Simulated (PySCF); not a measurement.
```xyz
5
charge 0 multiplicity 1, angstrom
P     0.0000    0.3533    0.2500
O     0.0000   -0.8501   -0.6016
H     1.0927    0.5136    1.1363
H    -1.0927    0.5136    1.1363
H     0.0000    1.6069   -0.4086
```

These are results of PBE0/[P def2-TZVP, O def2-TZVP, H def2-TZVP], no relativity, density fitting, PySCF, not measurements.

This geometry of H3PO is a stationary point at this level.

(1) What is the point group?

(2) Is it a minimum?

(3) List the harmonic modes with their infrared intensities.

(4) Give the ideal-gas entropy at 298.15 K and 1 bar by parts.

Answers

(1) C3v.

(2) Yes: all harmonic wavenumbers are real.

(3) 
```
symmetry  ω (cm⁻¹)  IR (km/mol, summed over degenerate members)     type
       e       846                                         53.0     bend
       e      1119                                         49.6     bend
      a1      1155                                          6.2     bend
      a1      1281                                          173    mixed
       e      2411                                          176  stretch
      a1      2424                                         63.6  stretch
```

(4) translation 157.6, rotation 73.9, vibration 2.3, spin 0.0; total 233.8 J/(mol K).

This need not be the most stable arrangement of these atoms.
